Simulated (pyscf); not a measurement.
H₂N–Zr(NH₂)(Cl)–Cl + H• → [HN–Zr(NH₂)(Cl)–Cl]• + H₂ (hydrogen abstraction; doublet surface; H–N broken, H–H formed). Structures and frequencies: ωB97X-D3(BJ)/def2-SVP in PySCF. Energies in kcal/mol from the separated reactants.

```tsv
level	barrier	reaction energy
ωB97X-D3(BJ)/def2-TZVP	16.6	+9.1
PBE/def2-TZVP	(withheld)	(withheld)
r²SCAN/def2-TZVP	10.2	+4.8
B3LYP-D3(BJ)/def2-TZVP	(withheld)	+4.5
M06-2X/def2-TZVP	18.5	+9.6
HF/def2-TZVP	26.6	+4.3
```

Task: Complete the blanks.

Result: 
- PBE/def2-TZVP, barrier: 11.1
- PBE/def2-TZVP, reaction energy: +7.8
- B3LYP-D3(BJ)/def2-TZVP, barrier: 10.6

The functionals in the table span 8.3 kcal/mol in this barrier, from r²SCAN to M06-2X. This is the saddle that the search found; another between the same sides may lie lower. The angle at the transferred H is 174°. Open-shell species with a d-block atom are single-reference here; other states, and whether the spin sits on metal or ligand, were not checked. Elements past Kr carry the def2 core potentials, without spin-orbit coupling.
